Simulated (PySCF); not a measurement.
## Worked example for propargyl chloride: deprotonation at atom C1

Structure: `C#CCCl` (C3H3Cl). Non-hydrogen atoms are numbered in `[CH:1]#[C:2][CH2:3][Cl:4]`.

Energies: ωB97X-D3(BJ)/ma-def2-TZVP (PySCF, density fitting, integration grid level 2) on PBE0-D3(BJ)/ma-def2-SVP structures. The prefix ma- adds one diffuse s and one diffuse p function on all atoms but H. Thermal corrections: PBE0-D3(BJ)/ma-def2-SVP frequencies, unscaled, ideal gas at 298.15 K and 1 bar, quasi-RRHO entropy.

Step: `C#CCCl` → `[C-]#CCCl` + H⁺.

| species | charge | multiplicity | E / Eh |
| --- | --- | --- | --- |
| `C#CCCl` | 0 | 1 | -576.361976 |
| `[C-]#CCCl` | -1 | 1 | -575.760085 |

Thermal terms, products less reactant: Δ(H − E) = -27.26 kJ/mol, Δ(G − E) = -60.52 kJ/mol (the bare proton has no electronic energy, H = 5/2 RT). 1 Eh = 2625.50 kJ/mol.

**Question.** What are ΔE, ΔH and ΔG of this step?

**Answer.** ΔE = 0.601891 Eh = 1580.26 kJ/mol; ΔH = 1553.0 kJ/mol; ΔG = 1519.7 kJ/mol, all in the gas phase at 298.15 K and 1 bar. The digits show the arithmetic; the method itself can be off by 10 kJ/mol or more.
